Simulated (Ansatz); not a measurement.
Write a Python script for the Ansatz DFT code, driven from Python that makes a composite energy at a relaxed geometry of B2H4N, SMILES B[N]B. Use (for the species named): r2SCAN, def2-SVP basis, multiplicity 2.

| atom | x (Å) | y (Å) | z (Å) |
| --- | --- | --- | --- |
| B | -0.8622 | 0.0442 | -0.7344 |
| N | -0.4247 | -0.7955 | 0.3945 |
| B | 0.9293 | -0.3054 | 0.7936 |
| H | -1.6256 | -0.3466 | -1.5065 |
| H | -0.9364 | 1.2568 | -0.6227 |
| H | 1.0570 | 0.6752 | 1.4803 |
| H | 1.9239 | -0.5966 | 0.1495 |

`b2h4n_composite.py`
```python
# -*- coding: utf-8 -*-
'''A composite energy for B2H4N: DFT geometry, MP2 basis limit, coupled-cluster correction.'''

from dataclasses import dataclass
import logging
import sys

import ansatz
from ase import Atoms
import numpy as np

logging.basicConfig(stream=sys.stdout, format='[%(levelname)s] %(message)s')
logger = logging.getLogger('ansatz_job')
logger.setLevel(logging.INFO)


@dataclass(frozen=True)
class RunConfig:
    basis: str = 'def2-SVP'
    xc: str = 'r2scan'


cfg = RunConfig()

atoms = Atoms(['B', 'N', 'B', 'H', 'H', 'H', 'H'], positions=[
    (-0.8622, 0.0442, -0.7344),
    (-0.4247, -0.7955, 0.3945),
    (0.9293, -0.3054, 0.7936),
    (-1.6256, -0.3466, -1.5065),
    (-0.9364, 1.2568, -0.6227),
    (1.057, 0.6752, 1.4803),
    (1.9239, -0.5966, 0.1495),
])
geometry = ansatz.Crystal.molecule_from_ase(atoms)

job = (
    geometry.calculation()
    .basis(gaussian=cfg.basis)
    .functional(cfg.xc)
    .spin('collinear', total=1)
)
symbols = [site.symbol for site in geometry.cartesian_sites]
start = np.array([site.position_ang for site in geometry.cartesian_sites], dtype=float)
r = job.relax(force_tolerance=0.01).run(threads=1, backend='cpu').report
end = np.array(r['positions_ang'])
logger.info('final positions (A) and the move of each atom')
for symbol, xyz, old in zip(symbols, end, start):
    logger.info(f'{symbol:2s} {xyz[0]:10.5f} {xyz[1]:10.5f} {xyz[2]:10.5f}   {np.linalg.norm(xyz - old):7.4f}')

minimum = ansatz.Crystal.molecule()
for symbol, place in zip(symbols, end):
    minimum = minimum.atom(symbol, place.tolist())
at_minimum = minimum.calculation().spin('collinear', total=1)
# MP2 extrapolated to the basis limit, plus the small-basis difference CCSD(T) - MP2
level = lambda method, basis: at_minimum.basis(gaussian=basis).correlation(method).run(threads=1, backend='cpu').report
small, large, cluster = level('mp2', 'cc-pVDZ'), level('mp2', 'cc-pVTZ'), level('ccsd_t', 'cc-pVDZ')
corr = lambda each: (each['free_energy_ev'] - each['reference_energy_ev']) / 27.211386246
mp2_limit = (27 * corr(large) - 8 * corr(small)) / 19
pieces = {'HF / cc-pVTZ': large['reference_energy_ev'] / 27.211386246, 'MP2 correlation, DZ-TZ limit': mp2_limit, 'CCSD(T) - MP2 / cc-pVDZ': corr(cluster) - corr(small)}
for name, value in pieces.items():
    logger.info(f'{name:32s} {value:14.6f} Ha')
logger.info(f'{"sum":32s} {sum(pieces.values()):14.6f} Ha')
print('T1 diagnostic', round(cluster['correlation']['coupled_cluster']['t1_diagnostic'], 4))
```

Running `python b2h4n_composite.py` prints:
```text
[INFO] final positions (A) and the move of each atom
[INFO] B    -1.12092    0.20920   -0.74635    0.3071
[INFO] N     0.00843   -0.01566   -0.00776    0.9786
[INFO] B     1.13838   -0.23067    0.73285    0.2302
[INFO] H    -1.42367   -0.54339   -1.65286    0.3177
[INFO] H    -1.83268    1.16543   -0.50297    0.9088
[INFO] H     1.43416    0.53000    1.63512    0.4328
[INFO] H     1.85760   -1.18281    0.49627    0.6843
[INFO] HF / cc-pVTZ                        -106.185327 Ha
[INFO] MP2 correlation, DZ-TZ limit          -0.401749 Ha
[INFO] CCSD(T) - MP2 / cc-pVDZ               -0.055756 Ha
[INFO] sum                                 -106.642832 Ha
T1 diagnostic 0.0242
```

Caveats:
- Total energies depend on the basis set; only differences at equal settings carry meaning.
- The sum leaves out core correlation, relativity, the Hartree-Fock basis error and zero-point energy; a DZ-TZ extrapolation is rough.
- The run takes the species as open-shell (spin multiplicity 2), which needn't be its ground state.
- Inner cores stay frozen, so this is valence correlation.
- An extrapolation from small basis sets is rough.
- The whole script took 44 s on 1 thread of Arm Neoverse V1, with other jobs on the host, peak memory 0.33 GiB.
